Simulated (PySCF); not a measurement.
**Ionisation energy of Li by level of theory**

Li [He] 2s1 (2S) → Li⁺ 1s2 (1S), as a difference of total energies. All numbers are calculated (PySCF 2.14, the spin-free X2C one-electron Hamiltonian (Gaussian nucleus), in dyall-acv3z (15s9p3d, 57 functions)). Correlated levels: valence and next inner shell: nothing frozen; virtual orbitals above 40 to 60 times the deepest correlated orbital energy dropped. The calculations carry no spin-orbit coupling.

```csv
method,ionisation energy (eV)
UHF,5.343
LDA,5.474
PBE,5.590
PBE0,5.571
r2SCAN,5.392
BP86,5.565
revPBE,5.608
MP2 (valence and next inner shell),5.380
SCS-MP2 (valence and next inner shell),5.375
```

Q: How much does correlation contribute at MP2 (valence and next inner shell)?

A: 5.380 − (5.343) = 0.037 eV, measured against UHF.

Errors of the correlated levels include the incompleteness of this basis.

For comparison: 5.392 eV (measured; NIST Atomic Spectra Database, ionization energies).
